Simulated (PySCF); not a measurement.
## Dipole moment and polarisability of `O=[S@@]1CC[C@@H]1F`

Compound: C3H5FOS.
Cartesian coordinates in Å at the GFN2-xTB level; atoms count from 1:
```xyz
11
C3H5FOS angstrom
O      0.2260    2.0547    1.1664
S      0.2220    1.5477   -0.1939
C     -1.1159    0.2384   -0.2952
C     -0.1652   -0.8608    0.1676
C      1.1118   -0.1389   -0.2278
F      2.1629   -0.2728    0.6161
H     -1.4328    0.1349   -1.3290
H     -1.9635    0.4427    0.3502
H     -0.1932   -0.9670    1.2521
H     -0.3086   -1.8408   -0.2887
H      1.4620   -0.3353   -1.2438
```

Level: CAM-B3LYP/def2-SVPD (PySCF), static field, nuclei fixed, core orbitals frozen in the response. The polarisability tensor in these axes (au):

```
x   58.63  0.23  1.63
y    0.23 65.14  3.88
z    1.63  3.88 53.29
```

Question: Diagonalise the tensor; give its mean and Δα, where Δα² is half the sum of the squared differences of the eigenvalues.

Answer: Principal values 51.80, 58.90 and 66.36 au; mean 59.02 au = 8.75 Å³ = 9.73 × 10⁻⁴⁰ C²·m²/J; Δα = 12.61 au (21 % of the mean).

Question: What is the dipole moment, and where does it point?

Answer: (-1.90, -2.87, -3.33) D, 4.79 D in size, pointing from the negative to the positive side. Measured along this direction, the outermost atoms are O1 at the negative end and H10 and H7 at the positive end.

Question: Rayleigh depolarisation ratio (linearly polarised light, static tensor)?

Answer: ρ = 3Δα²/(45ᾱ² + 4Δα²) = 477.2/(156754 + 636.3) = 0.00303.

Question: What molar refraction does this α imply?

Answer: Lorentz–Lorenz: R = (4π/3)N_A α = 2.5225 cm³/(mol·Å³) × 8.75 Å³ = 22.1 cm³/mol, in the limit of long wavelengths.

Question: Form Σ f/ω² (atomic units) for the 8 lowest TDDFT singlets, given as eV and f, and set it beside the mean polarisability, which is this sum over all singlets: 5.16, 0.0256; 5.55, 0.0052; 6.44, 0.0428; 6.54, 0.0254; 6.61, 0.0086; 7.10, 0.0491; 7.13, 0.0241; 7.58, 0.0009.

Answer: They add up to 3.27 au, 5.5 % of the 59.02 au; the largest single term is 0.76 au, from the state at 6.44 eV. Terms in order: 0.71, 0.13, 0.76, 0.44, 0.15, 0.72, 0.35, 0.01 au. Higher excitations give the rest. The strengths listed sum to 0.182.

Question: What would n − 1 = 2πNα be for an ideal gas of these molecules at 400 K and 1 atm, electronic part alone?

Answer: N = p/kT = 1.8347 × 10¹⁹ cm⁻³, so n − 1 = 2π × N × 8.75 × 10⁻²⁴ cm³ = 1008 × 10⁻⁶ at long wavelengths.

Isolated species at its GFN2-xTB geometry (one conformer only).
